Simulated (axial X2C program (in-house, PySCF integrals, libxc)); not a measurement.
# Nuclear properties of LiF⁻

Computed with an axial X2C code built on PySCF integrals: two-component X2C with atomic mean-field Coulomb and Gaunt terms, Gaussian nuclei, basis F dyall-av3z, Li dyall-av3z with contracted cores.

R = 1.613 Å (near the PBE0 minimum at charge -1 of the determinant lowest at the starting distance; the state shown can have its own minimum elsewhere).

Input and command:
```json
{"zs": [9, 3], "q": -1, "bas": ["dyall-av3z", "dyall-av3z"], "r0": 1.97, "levels": ["PBE0", "HF", "PBE", "r2SCAN", "PBE50"], "nst": 3}
```
```bash
python soeom.py task.json out
```

Keys: zs atomic numbers; q charge; bas basis sets; r0 starting distance in Å; levels methods; nst determinants followed.

Determinant 0.00 eV from it at PBE0 and this distance, Ω = 3/2 (⟨Sz⟩ = 0.50, ⟨Lz⟩ = 1.00 at PBE0), spin on the atoms F 0.00, Li 0.50:

| level | Eeff magnitude (GV/cm) | Ws magnitude F (kHz) | A∥/gI F (MHz) | qzz F (a.u.) | A∥/gI Li (MHz) | qzz Li (a.u.) |
| --- | --- | --- | --- | --- | --- | --- |
| PBE0 | 0.000105 | 3.83e-06 | 0.119 | -0.08 | 0.0104 | -0.05 |
| HF | 7.83e-05 | 7.11e-07 | 0.208 | -0.04 | 0.0188 | -0.05 |
| PBE | 0.000112 | 4.55e-06 | 0.146 | -0.13 | 0.00908 | -0.04 |
| r2SCAN | 8.22e-05 | 1.56e-06 | 0.102 | -0.12 | 0.0143 | -0.05 |
| PBE50 | 9.22e-05 | 3.05e-06 | 0.157 | -0.04 | 0.0116 | -0.05 |

Eeff is the effective electric field on the electron electric dipole moment in this Ω state and Ws the scalar–pseudoscalar constant of the nucleus named (defined with the proton number Z and per Ω); A∥ (defined per Ω) follows by multiplying with gI = μI/(I μN); qzz is the electric field gradient, eQq0 = 234.96 MHz × Q/barn × qzz. The operators were transformed with the bare-nucleus X2C matrices; with these basis sets, hyperfine constants and field gradients can be off by tens of per cent, and where levels differ in sign neither size nor sign is settled.

Each state is one determinant with collinear spin. Unrestricted Hartree–Fock can overshoot spin polarisation at the nuclei. For an anion, determinants above electron detachment, or with a positive highest level, are held by the basis set. At HF, PBE, PBE0, PBE50 a later determinant lies lower. States lie within half an eV, so the first need not be the ground state. The sign of Ws at F differs between levels in the first state. Further determinants of the search, some of them spin-mixed, are not shown. Where a field gradient or hyperfine factor spreads by more than a factor of two over the levels, a constant derived from it is not to be relied on.
